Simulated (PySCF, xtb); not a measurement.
# Isomers of B2H2S in order of energy

4 gas-phase structures of B2H2S, found in a search over its isomers (lower ones may exist). Each was relaxed with GFN2-xTB:

A. `B=BS`, a singlet
B. `BB=S`, a singlet
C. a singlet given by its coordinates
D. `B1BS1`, a singlet

C (Å):

```yaml
atoms:
  - { symbol: B, position_ang: [0.2542, -1.2517, 0.8299] }
  - { symbol: B, position_ang: [0.5377, 0.9059, -0.6167] }
  - { symbol: S, position_ang: [0.4152, 0.4289, 1.0856] }
  - { symbol: H, position_ang: [0.4962, 0.1149, -1.4762] }
  - { symbol: H, position_ang: [0.6623, 2.0483, -0.8251] }
```

Close contacts (Å): B1–S3 1.71, B2–S3 1.77, B2–H4 1.17, B2–H5 1.17.

Q: Which do you expect lowest at r2SCAN-D4/def2-SVP, and how would the others follow?

A: Calculated order at r2SCAN-D4/def2-SVP: D (0.0), B (23.1), C (245.6), A (278.5) kJ/mol.

Energies above the lowest of each column, in kJ/mol; the last columns are at B3LYP-D4/def2-SVP geometries and were run for some of them only (a dash: not run or not comparable):

| structure | GFN2-xTB | HF/STO-3G | r2SCAN-D4/def2-SVP | B3LYP-D4/def2-SVP | CCSD(T)/def2-TZVP |
| --- | --- | --- | --- | --- | --- |
| D | 0.0 | 0.0 | 0.0 | 0.0 | 0.0 |
| B | 19.1 | 27.0 | 23.1 | 8.8 | 13.9 |
| C | 249.6 | 260.2 | 245.6 | 206.8 | 188.1 |
| A | 252.8 | 371.4 | 278.5 | – | – |

Every level run on D puts it lowest or level with the lowest. Flexible structures stand in one conformer each, not always the lowest. No reliable frequencies are at hand for these structures. Large T1 diagnostics make some coupled-cluster values less sure.

Over these structures GFN2-xTB departs from r2SCAN-D4/def2-SVP by 9.6 kJ/mol on average once a common shift is removed. A GFN2-xTB relaxation took about 0.22 s and the r2SCAN-D4/def2-SVP energy about 7.7 s on a shared host (PySCF 2.14.0, xtb 6.7.1).
